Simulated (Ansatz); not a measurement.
# 2H WS2

The numbers are results of PBE-D3(BJ) in Ansatz (PAW), not measurements.

Numerical settings: plane-wave cutoff 500 eV, 18×18×4 k mesh (along the axes of the cell as run), Fermi–Dirac smearing 0.05 eV, no spin polarisation, scalar-relativistic PAW data made under PBE.

Cell (relaxed at this level):

```cif
data_S4W2
_chemical_formula_sum 'W2 S4'
_space_group_name_H-M_alt 'P 1'
_space_group_IT_number 1
_cell_length_a 3.15408
_cell_length_b 3.15408
_cell_length_c 12.14160
_cell_angle_alpha 90.000
_cell_angle_beta 90.000
_cell_angle_gamma 120.000
loop_
_space_group_symop_operation_xyz
  'x, y, z'
loop_
_atom_site_label
_atom_site_type_symbol
_atom_site_fract_x
_atom_site_fract_y
_atom_site_fract_z
_atom_site_occupancy
W1 W 0.33333 0.66667 0.25000 1
W2 W 0.66667 0.33333 0.75000 1
S1 S 0.33333 0.66667 0.62031 1
S2 S 0.66667 0.33333 0.37969 1
S3 S 0.66667 0.33333 0.12031 1
S4 S 0.33333 0.66667 0.87969 1
```

For 2H WS2, the band gap is 0.89 eV (on the SCF k mesh).

Measured, for comparison: band gap 1.35 eV (room temperature, not corrected to a static lattice, bulk 2H; as tabulated in Bastos et al. (2019), arXiv:1903.08112).

Spin–orbit coupling is not included.

The computed numbers hold no vibrational or temperature effects.

Ansatz is a first-principles code.
